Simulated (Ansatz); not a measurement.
Molecule (SMILES): N#C (CH-N).
Atoms: C1, N2, H3. Bonds: C1-N2, C1-H3.

Basis-set convergence of the lowest harmonic wavenumber at CCSD(T) with Ansatz (a first-principles code). Each level at its own minimum, finite differences of forces, unscaled; the reference is a large set that could be run, not a limit. Cartesian d functions, on some or all atoms, in 6-31G*, 6-31+G*; all else is spherical. Cores are frozen. No added dispersion term, no relativity. Reference: the value in aug-pcseg-2, 735 cm⁻¹, itself unsure by roughly 16 cm⁻¹ (its mean distance from aug-cc-pVTZ, def2-TZVPPD). Deviations are taken from unrounded values.

```tsv
basis	functions	lowest harmonic wavenumber (cm⁻¹)
6-31G*	32	702
6-31+G*	40	668
cc-pVDZ	33	707
aug-cc-pVDZ	55	693
def2-SVP	33	707
def2-SVPD	48	697
pcseg-1	33	701
aug-pcseg-1	55	702
6-311G**	42	745
6-311+G**	50	714
def2-TZVP	68	729
def2-TZVPD	83	727
cc-pVTZ	74	716
aug-cc-pVTZ	115	717
pcseg-2	74	736
aug-pcseg-2	115	735
def2-TZVPP	76	719
def2-TZVPPD	91	721
```

What the diffuse functions change, pair by pair:
- 6-31G* to 6-31+G*: 8 more functions, deviation -33 to -67 cm⁻¹
- cc-pVDZ to aug-cc-pVDZ: 22 more functions, deviation -28 to -42 cm⁻¹
- def2-SVP to def2-SVPD: 15 more functions, deviation -28 to -38 cm⁻¹
- pcseg-1 to aug-pcseg-1: 22 more functions, deviation -34 to -33 cm⁻¹
- 6-311G** to 6-311+G**: 8 more functions, deviation 10 to -21 cm⁻¹
- def2-TZVP to def2-TZVPD: 15 more functions, deviation -6 to -8 cm⁻¹
- cc-pVTZ to aug-cc-pVTZ: 41 more functions, deviation -19 to -18 cm⁻¹
- pcseg-2 to aug-pcseg-2: 41 more functions, deviation 1 to 0 cm⁻¹
- def2-TZVPP to def2-TZVPPD: 15 more functions, deviation -16 to -14 cm⁻¹

Leaving out the reference's own pair, they bring the value nearer the reference by more than 16 cm⁻¹ in 0 of 8 pairs.
